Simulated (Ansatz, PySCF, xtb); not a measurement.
Bonds broken one at a time in the series Si Cl-Br. All species are isolated molecules in the gas phase. Strings in code marks are SMILES.

Quantity: homolytic bond dissociation enthalpy at 298 K (no spin–orbit term), in kcal/mol. Thermal and zero-point terms are GFN2-xTB rigid-rotor harmonic values (xtb).

Level 1: frozen-core MP2/cc-pVTZ // B3LYP-D3(BJ)/def2-TZVP (Ansatz, a program for electronic structure)
Level 2: B3LYP/LANL2DZ // B3LYP-D3(BJ)/def2-TZVP (PySCF)
Level 3: M06-2X/6-31G* // B3LYP-D3(BJ)/def2-TZVP (PySCF)
Level 4: HF/6-31G* // B3LYP-D3(BJ)/def2-TZVP (PySCF)

```tsv
species	level 1	level 2	level 3	level 4
Cl–Si bond of `Cl[Si](Cl)(Cl)Cl`, giving `Cl[Si](Cl)Cl` and `[Cl]`	111.0	69.3	103.7	77.5
Si–Br bond of `Cl[Si](Cl)(Cl)Br`, giving `Cl[Si](Cl)Cl` and `[Br]`	97.6	56.8	86.0	65.2
Si–Br bond of `Cl[Si](Cl)(Br)Br`, giving `Cl[Si](Cl)Br` and `[Br]`	96.7	55.3	84.6	63.9
Cl–Si bond of `Cl[Si](Cl)(Cl)Br`, giving `Cl[Si](Cl)Br` and `[Cl]`	109.9	67.8	102.2	76.0
```
